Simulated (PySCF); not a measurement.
Compound: C₄H₆FN.
SMILES with atom numbers: `[NH:1]=[C:2]1[CH2:3][CH:4]([F:5])[CH2:6]1` (hydrogens: H7 on N1; H8, H9 on C3; H10 on C4; H11, H12 on C6)

The same species was optimised twice, with GFN2-xTB and with PBE0-D3(BJ)/def2-SVP (PySCF), and the same property calculations (PySCF, gas phase) were run on both structures.

```tsv
coordinate	GFN2-xTB	PBE0-D3(BJ)/def2-SVP	change
N1=C2 (Å)	1.246	1.260	+0.014
C2–C3 (Å)	1.504	1.513	+0.009
C4–F5 (Å)	1.372	1.364	-0.008
C2–C6 (Å)	1.519	1.522	+0.003
C4–C6 (Å)	1.536	1.538	+0.002
C3–C4 (Å)	1.537	1.537	0.000
C3–C4–F5 (°)	114.5	115.9	+1.4
F5–C4–C6 (°)	114.5	115.7	+1.2
C2–C3–C4 (°)	88.3	87.2	-1.1
C2–C6–C4 (°)	87.8	86.9	-0.9
N1–C2–C3 (°)	130.0	130.8	+0.8
C3–C2–C6 (°)	92.4	91.8	-0.6
N1–C2–C6 (°)	137.6	137.1	-0.5
C3–C4–C6 (°)	90.4	90.2	-0.2
```

Rotational constants: A = 9819, B = 2461, C = 2140 MHz (GFN2-xTB) against A = 10195, B = 2423, C = 2093 MHz (PBE0-D3(BJ)/def2-SVP). Atoms that the bonding makes alike are paired by their places after alignment.

On the GFN2-xTB structure: lowest singlet, TDDFT (eV) 5.14 [wB97X-D/def2-SVPD]; lowest triplet, Tamm–Dancoff (eV) 4.48 [wB97X-D/def2-SVPD]; isotropic polarisability (au) 53.5 [wB97X-D/def2-SVPD]; HOMO (eV) -9.35 [wB97X-D/def2-SVPD]; LUMO (eV) 1.37 [wB97X-D/def2-SVPD]; dipole (D) 1.75 [wB97X-D/def2-SVPD]; HOMO (eV) -7.35 [PBE0/pcSseg-1]; LUMO (eV) -0.30 [PBE0/pcSseg-1]; dipole (D) 1.74 [PBE0/pcSseg-1]; GIAO shielding of N1 (ppm) -77.9 [PBE0/pcSseg-1]; GIAO shielding of C2 (ppm) 11.2 [PBE0/pcSseg-1]; GIAO shielding of C3 (ppm) 137.6 [PBE0/pcSseg-1]; GIAO shielding of C4 (ppm) 104.4 [PBE0/pcSseg-1]; GIAO shielding of F5 (ppm) 372.2 [PBE0/pcSseg-1]; GIAO shielding of C6 (ppm) 137.2 [PBE0/pcSseg-1].

**Question.** What do these properties become on the PBE0-D3(BJ)/def2-SVP structure?

**Answer.** 
| property | level | on GFN2-xTB | on PBE0-D3(BJ)/def2-SVP | change |
| --- | --- | --- | --- | --- |
| lowest singlet, TDDFT (eV) | wB97X-D/def2-SVPD | 5.14 | 5.31 | +0.17 |
| lowest triplet, Tamm–Dancoff (eV) | wB97X-D/def2-SVPD | 4.48 | 4.62 | +0.14 |
| isotropic polarisability (au) | wB97X-D/def2-SVPD | 53.5 | 54.1 | +0.6 |
| HOMO (eV) | wB97X-D/def2-SVPD | -9.35 | -9.56 | -0.21 |
| LUMO (eV) | wB97X-D/def2-SVPD | 1.37 | 1.32 | -0.05 |
| dipole (D) | wB97X-D/def2-SVPD | 1.75 | 1.56 | -0.19 |
| energy, GFN2-xTB geometry as zero (kcal/mol) | wB97X-D/def2-SVPD | 0.0 | -0.8 | -0.8 |
| HOMO (eV) | PBE0/pcSseg-1 | -7.35 | -7.57 | -0.22 |
| LUMO (eV) | PBE0/pcSseg-1 | -0.30 | -0.36 | -0.06 |
| dipole (D) | PBE0/pcSseg-1 | 1.74 | 1.57 | -0.17 |
| energy, GFN2-xTB geometry as zero (kcal/mol) | PBE0/pcSseg-1 | 0.0 | -0.9 | -0.9 |
| GIAO shielding of N1 (ppm) | PBE0/pcSseg-1 | -77.9 | -75.3 | +2.6 |
| GIAO shielding of C2 (ppm) | PBE0/pcSseg-1 | 11.2 | 7.9 | -3.3 |
| GIAO shielding of C3 (ppm) | PBE0/pcSseg-1 | 137.6 | 136.0 | -1.6 |
| GIAO shielding of C4 (ppm) | PBE0/pcSseg-1 | 104.4 | 105.4 | +1.0 |
| GIAO shielding of F5 (ppm) | PBE0/pcSseg-1 | 372.2 | 370.6 | -1.6 |
| GIAO shielding of C6 (ppm) | PBE0/pcSseg-1 | 137.2 | 134.5 | -2.7 |

The heavy atoms differ by 0.101 Å rms after alignment. Among bonds between heavy atoms N1=C2 changes most (+0.014 Å). Changes are differences of the printed values. Neither structure is proved a minimum here.

Note: wB97X-D ran without an empirical dispersion term, which enters the total energy and its gradient alone.
